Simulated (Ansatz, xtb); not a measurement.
# Relaxing a trial structure of CH6BSi

The starting geometry of this gas-phase doublet has its atoms placed at random.

```xyz
9

C    -1.5830    0.1375   -0.9284
B     0.6189    0.7246   -0.4416
Si   -0.0246   -0.8014    1.1665
H    -0.9792   -1.9553    0.0462
H     2.0327    0.0498   -0.5322
H     0.2315    0.1109    0.2690
H    -1.0507   -0.9878   -0.5702
H     0.7181   -1.1348   -0.4183
H    -1.3529    0.6488    0.9200
```

**Question.** One run relaxed it with r2SCAN-D4/def2-SVP. What is a likely outcome?

**Answer.** It ends as `BC[SiH2]`. Distances that change by over a tenth: C1–H7 (1.30 → 1.10 Å), B2–Si3 (2.31 → 2.56 Å), B2–H6 (1.02 → 1.21 Å). Contacts that open: Si3–H6 (1.31 → 3.16 Å). Contacts that close: C1–B2 (2.33 → 1.54 Å), C1–Si3 (2.77 → 1.90 Å), C1–H9 (1.93 → 1.10 Å), B2–H5 (1.57 → 1.21 Å), Si3–H4 (1.87 → 1.49 Å), Si3–H8 (1.78 → 1.49 Å).

The energy falls by 15.58 eV over 32 steps:

```json
{"step": "1", "E − E(last) (eV)": "15.579"}
{"step": "4", "E − E(last) (eV)": "6.315"}
{"step": "8", "E − E(last) (eV)": "2.004"}
{"step": "11", "E − E(last) (eV)": "1.179"}
{"step": "15", "E − E(last) (eV)": "0.285"}
{"step": "18", "E − E(last) (eV)": "0.218"}
{"step": "22", "E − E(last) (eV)": "0.208"}
{"step": "25", "E − E(last) (eV)": "0.095"}
{"step": "29", "E − E(last) (eV)": "0.003"}
{"step": "32", "E − E(last) (eV)": "0.000"}
```

Final geometry (Å):

```yaml
atoms:
  - { symbol: C, position_ang: [-0.9270, 0.1348, -0.1661] }
  - { symbol: B, position_ang: [0.5203, 0.4483, -0.6062] }
  - { symbol: Si, position_ang: [-0.5133, -1.5368, 0.6355] }
  - { symbol: H, position_ang: [-0.0394, -2.5802, -0.3195] }
  - { symbol: H, position_ang: [0.9311, 0.0545, -1.6739] }
  - { symbol: H, position_ang: [1.2771, 1.0158, 0.1482] }
  - { symbol: H, position_ang: [-1.6552, -0.0682, -0.9664] }
  - { symbol: H, position_ang: [0.3703, -1.4466, 1.8341] }
  - { symbol: H, position_ang: [-1.3532, 0.7705, 0.6252] }
```

From the same start GFN2-xTB ends elsewhere, in pieces: CH5B + HSi.

From so rough a start the end depends on the optimiser's path, so another program may land elsewhere. No frequencies were run, so the end isn't proven a minimum. Open shells are spin-unrestricted. Run with Ansatz 0.2.0, 3.5 min on 1 thread of Arm Neoverse V1 (shared host).
